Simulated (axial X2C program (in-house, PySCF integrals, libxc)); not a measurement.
Photoelectron levels of BCl by EOM-IP-CCSD

Computed with an in-house all-electron X2C program for linear molecules (integrals from PySCF): two-component X2C with atomic mean-field Coulomb and Gaunt terms, Gaussian nuclei, basis Cl dyall-av3z, B dyall-v3z with contracted cores.

R = 1.879 Å (1.090 times 1.724 Å, the PBE0 minimum at charge 0 for the lowest determinant).

Vertical ionisation energies of BCl to the states of BCl⁺:

| Ω of BCl⁺ | vertical IE (eV) | above lowest (cm⁻¹) | ionised spinor | one-hole weight |
| --- | --- | --- | --- | --- |
| 1/2 | 10.811 | 0 | 38% B sσ, 35% B pσ, 17% Cl pσ | 0.93 |
| 3/2 | 12.952 | 17265 | 89% Cl pπ, 7% B pπ | 0.93 |
| 1/2 | 13.025 | 17854 | 89% Cl pπ, 7% B pπ | 0.93 |
| 1/2 | 16.379 | 44909 | 64% Cl pσ, 23% B sσ, 6% Cl sσ | 0.82 |

Problem. Take the first Ω = 1/2 and Ω = 3/2 rows of π character: how far apart are they, and which lies lower?

Solution. E(3/2) − E(1/2) = 17265 − 17854 = -589 cm⁻¹ at EOM-IP-CCSD: inverted, Ω = 3/2 lower. Splittings at this level can be off by ten to twenty per cent.

This point took 8.5 s on 1 thread of Intel(R) Xeon(R) Processor @ 2.30GHz, with other jobs on the host.

Reference electrons by ω block (each with its −ω partner): 1/2: 9, 3/2: 2. 10 electrons of BCl correlated (inner shells frozen), 94 natural virtual spinors (a truncated set); levels can be off by some tenths of an eV. Roots sought by Ω: (1/2: 4, 3/2: 3, 5/2: 1); the list ends where they run out and leaves out roots under 60 % one-particle weight. The solver can skip a root, and states that need a further excitation, which the method places far too high, are missing though they may lie low or lowest. T1 of the reference 0.017 (Lee–Taylor). Number of frozen shells: Cl 2 s, 1 p; B 1 s.
